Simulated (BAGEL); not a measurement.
**SiH4O2 (Si(OH)2H2) at HF/aug-cc-pVDZ (density fitting with qzvpp-jkfit)**

Aim: the vertical singlet–triplet gap of SiH4O2 (Si(OH)2H2) at HF/aug-cc-pVDZ (density fitting with qzvpp-jkfit), from 2 runs. 

The calculation is run with BAGEL 1.2.2.

4 further runs of the same task are left out: 3 that didn't finish, 1 set aside as unsound or not needed.

**1. The structure to begin with**

SiH4O2 has 7 atoms, charge 0, and is taken as a singlet. As SMILES, `[H][Si]([H])(O)O`. Geometry: relaxed at GFN2-xTB. This is one conformer, not always the lowest.

Bond lengths: Si1–O2 1.634 Å, Si1–O4 1.617 Å, O2–H3 0.951 Å, O4–H5 0.954 Å, Si1–H6 1.456 Å, Si1–H7 1.462 Å. Angles: O2–Si1–O4 105.5°, Si1–O2–H3 120.5°, O2–Si1–H6 111.7°, O2–Si1–H7 109.2°, O4–Si1–H6 106.2°, O4–Si1–H7 110.7°, Si1–O4–H5 119.4°, H6–Si1–H7 113.2°.

**2. A single-point energy at HF/aug-cc-pVDZ (density fitting with qzvpp-jkfit)**

calc.json

```json
{ "bagel" : [

{
  "title" : "molecule",
  "basis" : "aug-cc-pvdz.json",
  "df_basis" : "qzvpp-jkfit",
  "angstrom" : "true",
  "geometry" : [
    { "atom" : "Si", "xyz" : [   -0.252250,    0.063680,   -0.346570 ] },
    { "atom" : "O", "xyz" : [   -0.197710,    0.044490,    1.286260 ] },
    { "atom" : "H", "xyz" : [   -0.995730,    0.127050,    1.796570 ] },
    { "atom" : "O", "xyz" : [    1.284180,   -0.072860,   -0.831830 ] },
    { "atom" : "H", "xyz" : [    1.933660,   -0.433900,   -0.234220 ] },
    { "atom" : "H", "xyz" : [   -0.726770,    1.342670,   -0.855030 ] },
    { "atom" : "H", "xyz" : [   -1.045380,   -1.071130,   -0.815180 ] }
  ]
},
{
  "title" : "hf"
},
{
  "title" : "print",
  "file" : "orbitals.molden",
  "orbitals" : "true"
}

]}
```

The basis set aug-cc-pVDZ is read from a file made from the Basis Set Exchange's data (not shown).

The run is started by

```sh
$ BAGEL_NUM_THREADS=1 BAGEL calc.json > calc.out
```

What it wrote:

```text
* using 1 threads per process

  ===============================================================
  ===============================================================

  *** Geometry ***

  { "atom" : "Si", "xyz" : [     -0.476683,      0.120338,     -0.654922 ] },
  { "atom" : "O", "xyz" : [     -0.373618,      0.084074,      2.430679 ] },
  { "atom" : "H", "xyz" : [     -1.881657,      0.240090,      3.395025 ] },
  { "atom" : "O", "xyz" : [      2.426748,     -0.137685,     -1.571931 ] },
  { "atom" : "H", "xyz" : [      3.654088,     -0.819952,     -0.442612 ] },
  { "atom" : "H", "xyz" : [     -1.373396,      2.537279,     -1.615773 ] },
  { "atom" : "H", "xyz" : [     -1.975482,     -2.024142,     -1.540467 ] },

  Number of auxiliary basis functions:      354

  Since a DF basis is specified, we compute 2- and 3-index integrals:
    o Being stored without compression. Storage requirement is 0.034 GB

  Number of basis functions:      109
  Number of electrons      :       34

    * METHOD: MOLECULE                             0.24

  *** RHF ***

  === Nuclear Repulsion ===
   122.2187658215

      * DIIS with orbital gradients will be used.

  === RHF iteration (aug-cc-pvdz.json) ===
      0       -440.77918949          0.02007543           0.07
      1       -440.95949668          0.01522744           0.06
      2       -441.09111810          0.00153495           0.06
      3       -441.09253735          0.00023113           0.06
      4       -441.09256601          0.00008246           0.06
      5       -441.09257038          0.00002761           0.06
      6       -441.09257095          0.00000822           0.06
      7       -441.09257101          0.00000221           0.06
      8       -441.09257101          0.00000095           0.06
      9       -441.09257101          0.00000026           0.06
     10       -441.09257101          0.00000007           0.06
     11       -441.09257101          0.00000004           0.06
     12       -441.09257101          0.00000001           0.06
     13       -441.09257101          0.00000000           0.06
    * SCF iteration converged.

    * Permanent dipole moment:
           (    0.462995,     0.144253,    -0.486562) a.u.

    * METHOD: HF                                   1.08

    * METHOD: PRINT                                0.07

  ===============================================================
```

Run time: 1.6 s. Hardware: 1 thread of Arm Neoverse N1, shared host; peak memory 0.11 GiB.

**3. The triplet**

input.json

```json
{ "bagel": [

{
  "title": "molecule",
  "basis": "aug-cc-pvdz.json",
  "df_basis": "qzvpp-jkfit",
  "angstrom": true,
  "geometry": [
    { "atom": "Si", "xyz": [   -0.252250,    0.063680,   -0.346570 ] },
    { "atom": "O", "xyz": [   -0.197710,    0.044490,    1.286260 ] },
    { "atom": "H", "xyz": [   -0.995730,    0.127050,    1.796570 ] },
    { "atom": "O", "xyz": [    1.284180,   -0.072860,   -0.831830 ] },
    { "atom": "H", "xyz": [    1.933660,   -0.433900,   -0.234220 ] },
    { "atom": "H", "xyz": [   -0.726770,    1.342670,   -0.855030 ] },
    { "atom": "H", "xyz": [   -1.045380,   -1.071130,   -0.815180 ] }
  ]
},
{
  "title": "rohf",
  "nopen": 2
},
{
  "title": "print",
  "file": "orbitals.molden",
  "orbitals": true
}

]}
```

The basis set aug-cc-pVDZ is read from a file made from the Basis Set Exchange's data (not shown).

The run is started by

```sh
$ BAGEL_NUM_THREADS=1 BAGEL input.json > input.out
```

What it wrote:

```text
* using 1 threads per process

  ===============================================================
  ===============================================================

  *** Geometry ***

  { "atom" : "Si", "xyz" : [     -0.476683,      0.120338,     -0.654922 ] },
  { "atom" : "O", "xyz" : [     -0.373618,      0.084074,      2.430679 ] },
  { "atom" : "H", "xyz" : [     -1.881657,      0.240090,      3.395025 ] },
  { "atom" : "O", "xyz" : [      2.426748,     -0.137685,     -1.571931 ] },
  { "atom" : "H", "xyz" : [      3.654088,     -0.819952,     -0.442612 ] },
  { "atom" : "H", "xyz" : [     -1.373396,      2.537279,     -1.615773 ] },
  { "atom" : "H", "xyz" : [     -1.975482,     -2.024142,     -1.540467 ] },

  Number of auxiliary basis functions:      354

  Since a DF basis is specified, we compute 2- and 3-index integrals:
    o Being stored without compression. Storage requirement is 0.034 GB

  Number of basis functions:      109
  Number of electrons      :       34

    * METHOD: MOLECULE                             0.24

  *** Open-shell HF ***

  === Nuclear Repulsion ===
   122.2187658215

      * DIIS with orbital gradients will be used.

  === ROHF iteration (aug-cc-pvdz.json) ===
      0       -440.36300346          0.04209081           0.13
      1       -440.48995450          0.04509456           0.14
      2       -440.60156527          0.02960803           0.14
      3       -440.77660502          0.00381551           0.14
      4       -440.78039440          0.00160408           0.14
      5       -440.78251066          0.00134862           0.14
      6       -440.78389643          0.00124487           0.14
      7       -440.78748416          0.00124254           0.14
      8       -440.78903742          0.00120833           0.14
      9       -440.79064958          0.00133249           0.14
[... 48 lines of this table left out ...]
     58       -440.79626197          0.00000002           0.14
     59       -440.79626197          0.00000002           0.14
     60       -440.79626197          0.00000001           0.14
     61       -440.79626197          0.00000001           0.14
    * SCF iteration converged.

    * S^2 (ROHF) is 2.0000

    * Permanent dipole moment:
           (   -1.128385,     0.590134,     0.386446) a.u.

    * METHOD: ROHF                                 8.69

    * METHOD: PRINT                                0.07

  ===============================================================
```

Run time: 9.3 s. Hardware: 1 thread of Arm Neoverse N1, shared host; peak memory 0.11 GiB.

**4. What came out**

At HF/aug-cc-pVDZ (density fitting with qzvpp-jkfit):

| quantity | value |
| --- | --- |
| singlet: total energy | -441.09257 Eh |
| singlet: dipole moment | 1.75 D |
| singlet: HOMO energy | -12.10 eV |
| singlet: LUMO energy | 0.89 eV |
| singlet: HOMO–LUMO gap | 13.00 eV |
| triplet: total energy | -440.79626 Eh |
| triplet: dipole moment | 3.38 D |
| triplet: ⟨S²⟩ | 2.000 |
| vertical energy of the triplet above the singlet | 8.063 eV |

What this shows: At this shape the triplet lies 8.06 eV (186 kcal/mol) above the singlet.
